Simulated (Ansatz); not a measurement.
Two isomers of C4H6ClF: A = `C/C(F)=C(/C)Cl`, B = `CC/C=C(\F)Cl`.

Calculated with Ansatz (gas phase, PBE0-D4/def2-TZVP geometries, no zero-point term in ΔE). CCSD(T)/CBS is the MP2 limit (def2-TZVPP, def2-QZVPP) plus CCSD(T) − MP2 in def2-TZVPP, frozen cores. Double bonds are as drawn, so ΔE can hold a change between cis and trans. Functionals use def2-TZVPP. B3LYP here is the variant with VWN-RPA as its local correlation; programs differ in this. Each species was taken in one conformer, which may not be the lowest.

A:

Z-matrix (Å, degrees):
```
C
C 1 1.476
H 1 1.094 2 109.9
H 1 1.087 2 111.1 3 -120.9
H 1 1.094 2 110.0 3 118.2
F 2 1.351 1 112.2 3 -58.7
C 2 1.330 1 130.5 3 121.3
C 7 1.485 2 125.6 1 180.0
Cl 7 1.732 2 119.3 1 0.0
H 8 1.093 7 110.5 2 120.5
H 8 1.089 7 110.5 2 -0.0
H 8 1.093 7 110.5 2 -120.6
```

B:

Z-matrix (Å, degrees):
```
C
C 1 1.525
H 1 1.092 2 110.9
H 1 1.092 2 110.8 3 120.2
H 1 1.093 2 111.2 3 -119.9
C 2 1.492 1 112.2 3 61.8
H 2 1.096 1 109.2 3 -177.6
H 2 1.092 1 110.1 3 -60.9
C 6 1.321 2 124.5 1 -118.6
H 6 1.084 2 118.8 1 60.3
F 9 1.329 6 123.1 2 -0.8
Cl 9 1.711 6 125.3 2 179.3
```

Question: Which isomer does CCSD(T)/CBS put lower? Give the gap. (Best estimate.)

Answer: The calculation gave: A, by 6.1 kcal/mol.

Question: Give E(B) − E(A) in kcal/mol with PBE-D4, B2PLYP, CCSD(T)/def2-TZVPP, CCSD/def2-TZVPP, B3LYP-D4, B3LYP, r2SCAN-D4. (An estimate is asked.)

Answer: Computed: PBE-D4 5.9, B2PLYP 5.7, CCSD(T)/def2-TZVPP 5.6, CCSD/def2-TZVPP 5.5, B3LYP-D4 6.2, B3LYP 5.5, r2SCAN-D4 6.1. None reverses the order clearly.

Largest T1 diagnostic: 0.011.

The D4 term adds +0.7 kcal/mol with B3LYP and +0.4 kcal/mol with PBE0; it sums over pairs of atoms, weighted by their polarisabilities, and B3LYP, whose exchange is more repulsive, gets the larger term.
